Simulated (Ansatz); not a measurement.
## Scan of [AlH2···H···BH2], doublet

Starting geometry:

```yaml
atoms:
  - { symbol: Al, position_ang: [-1.0844, 0.0000, 0.0000] }
  - { symbol: H, position_ang: [-1.8773, 1.3734, 0.0000] }
  - { symbol: H, position_ang: [-1.8773, -1.3734, 0.0000] }
  - { symbol: H, position_ang: [0.5015, 0.0000, 0.0000] }
  - { symbol: B, position_ang: [2.4566, 0.0000, 0.0000] }
  - { symbol: H, position_ang: [2.9657, 0.0000, 1.0770] }
  - { symbol: H, position_ang: [2.9657, 0.0000, -1.0770] }
```

From there H4 is moved from one fragment to the other while all else, the fragments' distance too, stays fixed; atoms are numbered as listed. Energies are in kJ/mol, counted from the starting geometry at the same level.

Basis cc-pVDZ; Ansatz 0.2.0. Only valence electrons are correlated (noble-gas cores frozen). Prefix R: restricted or restricted open-shell reference; prefix U: unrestricted.

Full CI isn't at hand for all of this; UCCSDT(Q) serves as the reference, and is uncertain by about the last step of the cluster series.

```tsv
distance Al1-H4 (Å)	UHF
1.475	4.7
1.586	0.0
1.698	6.3
1.810	11.3
1.922	4.7
2.035	-17.2
2.147	-48.0
2.259	-75.8
2.371	-86.7
```

Estimate the UCCSDT(Q) curve in cc-pVDZ from this one, knowing how UHF errs.

The computed UCCSDT(Q) values, in kJ/mol from the starting point, and the error of UHF against them:
```tsv
distance Al1-H4 (Å)	UCCSDT(Q)	UHF less UCCSDT(Q)
1.475	9.7	-5.0
1.586	0.0	0.0
1.698	-0.3	6.6
1.810	-2.1	13.4
1.922	-13.1	17.8
2.035	-35.0	17.8
2.147	-61.9	13.9
2.259	-84.3	8.5
2.371	-89.7	3.0
```

The error spans 22.8 kJ/mol and is largest, 17.8 kJ/mol, at 1.922 Å.
